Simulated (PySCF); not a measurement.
Z-matrix (Å, degrees):
```
C
H 1 1.0903
H 1 1.0910 2 107.28
H 1 1.0931 2 110.65 3 120.52
C 1 1.5067 2 108.82 3 -117.00
O 5 1.1780 1 128.77 2 -124.64
```
Charge 0, spin multiplicity 2.

Question: What is the computed dipole moment, highest occupied spin orbital and total energy (M06-2X/def2-TZVP // B3LYP-D3(BJ)/def2-TZVP (PySCF))?

Answer: 
| Property | Result |
|---|---|
| dipole moment | 0.545 e·Å |
| highest occupied spin orbital | -7.01 eV |
| total energy | -153.1713 Ha |
